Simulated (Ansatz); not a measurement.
**CH5NSi (SMILES C[SiH]=N): functionals against CCSD(T) at one geometry**

The task here is to estimate one member of a computed series from the others.

Program: Ansatz 0.2.0, Gaussian basis. Level of theory: single points in def2-TZVPP. These are calculated values, not measurements.

Correlated methods freeze the cores.

1 further run of the same task is left out (it didn't finish).

### Starting geometry

SMILES `C[SiH]=N`, 8 atoms, charge 0, spin multiplicity 1.

Atoms are counted from 1 here; the program's logs count them from 0.

Bond lengths: C1–Si2 1.854 Å, C1–H4 1.098 Å, C1–H5 1.071 Å, C1–H6 1.103 Å, Si2–N3 1.613 Å, Si2–H7 1.619 Å, N3–H8 0.973 Å. Angles: Si2–C1–H4 96.6°, Si2–C1–H5 117.8°, Si2–C1–H6 108.3°, H4–C1–H5 118.5°, H4–C1–H6 112.0°, H5–C1–H6 103.7°, C1–Si2–N3 118.4°, C1–Si2–H7 120.9°, N3–Si2–H7 115.4°, Si2–N3–H8 143.5°.

Coordinates:

```
C    -0.68390    0.82917   -0.47261
Si    0.65207   -0.25052    0.22387
N     0.24396   -1.69806    0.80664
H    -1.02558    0.12661   -1.24464
H    -0.41833    1.82378   -0.76867
H    -1.44586    0.98475    0.30989
H     2.18109   -0.11635   -0.29042
H     0.60520   -2.53183    1.15519
```

Set-up of the first run:

Contents of run/in.yaml:

```yaml
crystal:
  periodic: [false, false, false]
  atoms:
    - {symbol: C, position_ang: [-0.683898, 0.829168, -0.472608]}
    - {symbol: Si, position_ang: [0.652075, -0.250517, 0.223871]}
    - {symbol: N, position_ang: [0.243956, -1.698058, 0.806641]}
    - {symbol: H, position_ang: [-1.025578, 0.126606, -1.244641]}
    - {symbol: H, position_ang: [-0.418329, 1.823785, -0.768665]}
    - {symbol: H, position_ang: [-1.445864, 0.984747, 0.309888]}
    - {symbol: H, position_ang: [2.181092, -0.116354, -0.290416]}
    - {symbol: H, position_ang: [0.605204, -2.531834, 1.155190]}
basis:
  gaussian: {orbitals: def2-TZVPP}
hamiltonian: {xc: pbe, dispersion: d4}
output: {forces: true}
```

Run with:

```
$ ansatz run in.yaml --threads 2 --pin off --events-out ev --progress --plain --max-ram 3481MiB
```

Among the steps run: PBE-D4/def2-TZVPP; r2SCAN-D4/def2-TZVPP; PBE0-D4/def2-TZVPP; wB97M-V/def2-TZVPP; CCSD(T)/def2-TZVPP.

One table of the session follows, with a row left open; its other results are not shown here.

```
   method  RMS force component (eV/Å)  angle to CCSD(T) forces (°)  dipole (D)
   PBE-D4                       1.061                          7.8        2.15
r2SCAN-D4                       1.096                          6.0        2.28
  PBE0-D4                           ?                            ?           ?
  wB97M-V                       1.161                          9.0        2.45
  CCSD(T)                       1.079                    reference        2.17
```

**Question.** Estimate the row for PBE0-D4.

As computed: RMS force component (eV/Å): 1.131; angle to CCSD(T) forces (°): 8.3; dipole (D): 2.37. In the column «RMS force component (eV/Å)» it lies between r2SCAN-D4 (1.096) and wB97M-V (1.161).

To keep in mind: The reference is not at the basis limit: in triple zeta CCSD(T) underbinds, which counts against methods that bind more; the gaps are no ranking.
